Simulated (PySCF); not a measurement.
Work out the structure from these simulated measurements.

Formula: C6H5F.

| Quantity | Value |
| --- | --- |
| 1H NMR | chemical shifts (computed TMS as zero) by class: 7.46 (2 H), 7.22 (1 H), 7.15 (2 H) ppm [GIAO PBE0/pcSseg-1] |
| 13C NMR | chemical shifts (computed TMS as zero) by class: 170.5 (1 C), 135.7 (2 C), 128.6 (1 C), 120.7 (2 C) ppm [GIAO PBE0/pcSseg-1] |
| Couplings | largest of the computed one-bond spin–spin couplings (means over like bonds): 19F–13C -315.4, 13C–1H +169.8 (×2), 13C–1H +169.4, 13C–1H +168.0 (×2), 13C–13C +75.4 (×2), 13C–13C +63.6 (×2), 13C–13C +62.3 (×2) Hz [B3LYP/pcJ-1, spin–dipole term left out for some pairs] |
| Dipole | 1.43 D [PBE0/pcSseg-1] |
| Rotational structure | rotational constants A, B, C: 5.683, 2.574, 1.772 GHz [PBE0-D3(BJ)/def2-SVP] |
| NMR, other nuclei | isotropic shieldings of nuclei other than C and H, by class: 287 (1 F) ppm [GIAO PBE0/pcSseg-1] |

Gas-phase values; electronic properties from PySCF, density fitting. Levels stand in brackets. Geometry: PBE0-D3(BJ)/def2-SVP; no solvent, vibrations or thermal averaging. Each NMR value is the plain mean over a class of atoms that symmetry, rotation or inversion makes alike.

Question: Propose a structure and show how it fits.

Answer: Numbering: `[F:1][c:2]1[cH:3][cH:4][cH:5][cH:6][cH:7]1`. Its formula, C6H5F, gives 4 degrees of unsaturation: 1 ring and 3 π bonds in the structure found (Kekulé form). 6 carbons fall into 4 classes; from least to most shielded: aromatic C–F carbon [C2] (170.5 ppm), aromatic CH carbon [C4/C6] (135.7 ppm, 2 C), aromatic CH carbon [C5] (128.6 ppm), aromatic CH carbon [C3/C7] (120.7 ppm, 2 C). Hydrogen classes from least to most shielded: 2 H on the meta carbons, C4/C6 (7.46 ppm), 1 H on the para carbon, C5 (7.22 ppm), 2 H on the ortho carbons, C3/C7 (7.15 ppm). The other shieldings belong to: 287 ppm, aryl fluorine [F1]. The couplings run between: -315.4 Hz, aryl fluorine [F1] and aromatic C–F carbon [C2]; +169.8 Hz, aromatic CH carbon [C3] and its hydrogen (with 1 like pair); +169.4 Hz, aromatic CH carbon [C5] and its hydrogen; +168.0 Hz, aromatic CH carbon [C4] and its hydrogen (with 1 like pair); +75.4 Hz, aromatic C–F carbon [C2] and aromatic CH carbon [C3] (with 1 like pair); +63.6 Hz, aromatic CH carbon [C3] and aromatic CH carbon [C4] (with 1 like pair); +62.3 Hz, aromatic CH carbon [C4] and aromatic CH carbon [C5] (with 1 like pair). The optimised geometry has point group C2v and is an asymmetric top. Structure: `Fc1ccccc1`. The assignments are read from this structure; whether some other isomer fits the data as well wasn't checked.
